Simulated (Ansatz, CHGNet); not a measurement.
Elastic constant C11 (GPa) of solids drawn from the class of elemental solids other than molecular ones, at two levels: the machine-learned potential CHGNet-r²SCAN (trained on r²SCAN data), and r²SCAN in Ansatz (PAW).

| solid | CHGNet-r²SCAN | r²SCAN | shift (%) |
|---|---|---|---|
| hcp Y | 24.9 | 76.9 | +209 |
| hcp Sc | 57.7 | 99.6 | +73 |
| hcp Cd | 84.9 | 128 | +51 |
| hcp Tl | 28.0 | 33.4 | +19.3 |
| diamond-structure Ge | 58.6 | 127 | +117 |
| hcp Ti | 156 | 188 | +21 |
| hcp Be | 129 | 338 | +162 |
| hcp Zr | 98.3 | 153 | +56 |
| fcc Sr | 21.0 | 14.7 | -30 |
| diamond-structure Si | 95.3 | 168 | +76 |

The shifts run from -30 % to +209 %, with a median of +64 %.

Over all 10 rows r²SCAN is the larger in 9.

Ansatz's runs of these crystals have no spin polarisation. A magnetic state wasn't tried for hcp Y, hcp Sc, hcp Ti with meta-GGA or hybrid levels, which favour moments.

Spin–orbit coupling is left out, also for the solids with elements from indium on (hcp Tl); its size isn't shown.

Each level is taken at its own relaxed cell. Ansatz's density-functional and Hartree–Fock values are scalar-relativistic unless marked +SOC, with PAW data made under PBE.

Ansatz is an electronic-structure program.
